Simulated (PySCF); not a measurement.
# Vertical excitation energies

Ethylenediamine, C₂H₈N₂.
SMILES: `NCCN`

Method used: TDDFT CAM-B3LYP/aug-cc-pVTZ, vertical, gas phase, core orbitals frozen in the response (PySCF 2.14.0, density-fitted response routines). One conformer (not necessarily the lowest) at the PBE0-D3(BJ)/def2-TZVP geometry, without solvent, vibrations or thermal averaging. Torsions of this conformer, `[NH2:1][CH2:2][CH2:3][NH2:4]`: N1–C2–C3–N4 180°, H–N1–C2–C3 59°, H–N1–C2–C3 -58°, H–N4–C3–C2 59°, H–N4–C3–C2 -59°.

| state | E (eV) | λ (nm) | f | symmetry | main configurations (H = HOMO, L = LUMO) |
| --- | --- | --- | --- | --- | --- |
| S1 | 5.49 | 225.7 | 0.0000 | – | H→L (84%) |
| S2 | 5.70 | 217.5 | 0.058 | Bu | H→L+1 (72%), H-1→L (10%), H→L+9 (9%) |
| S3 | 6.16 | 201.3 | 0.0098 | Au | H→L+2 (88%) |
| S4 | 6.43 | 192.9 | 0.023 | Bu | H→L+3 (73%), H→L+1 (11%) |
| S5 | 6.76 | 183.4 | 0.0000 | – | H→L+4 (61%), H-1→L+1 (26%) |
| S6 | 6.91 | 179.6 | 0.0000 | – | H→L+5 (60%), H-1→L+2 (23%) |
| S7 | 7.20 | 172.2 | 0.0070 | Bu | H-1→L (69%), H→L+3 (14%) |
| S8 | 7.31 | 169.6 | 0.0000 | – | H→L+6 (74%), H→L+5 (16%) |
| S9 | 7.35 | 168.8 | 0.0000 | – | H→L+7 (68%), H-1→L+1 (13%) |
| S10 | 7.57 | 163.8 | 0.0000 | – | H-1→L+1 (24%), H→L+4 (20%), H→L+10 (18%) |

Triplets (Tamm–Dancoff): T1 5.35 eV, H→L (78%); T2 5.49 eV, H→L+1 (65%), H→L+9 (12%), H-1→L (11%); T3 6.10 eV, H→L+2 (85%); T4 6.37 eV, H→L+3 (71%), H→L+1 (12%).

The lowest singlet comes at 226 nm (530 kJ/mol) in the ultraviolet; it is dark (f under 0.0005); its leading configuration is HOMO→LUMO (84%). The most intense listed level is S2 at 5.70 eV (217 nm, f = 0.058), 0.21 eV above S1. Löwdin shares by element: HOMO nitrogen 57%, carbon 22% (atoms not listed hold the other 20%); LUMO hydrogen 52% or more (atoms not listed hold the other 48%). Weighted by f, the mean energy of these states is 6.03 eV. The listed states span 2.08 eV, and the widest gap between neighbours is 0.46 eV (S2 to S3). Orbital energies (eV): HOMO-3 -12.08, HOMO-2 -10.96, HOMO-1 -9.31, HOMO -7.96, LUMO 0.20, LUMO+1 0.39, LUMO+2 0.59. Symmetry labels in C2h follow from the direction of the transition dipole and are given only for states with f of 0.002 or more. Singlets were solved by full linear response, triplets in the Tamm–Dancoff approximation.
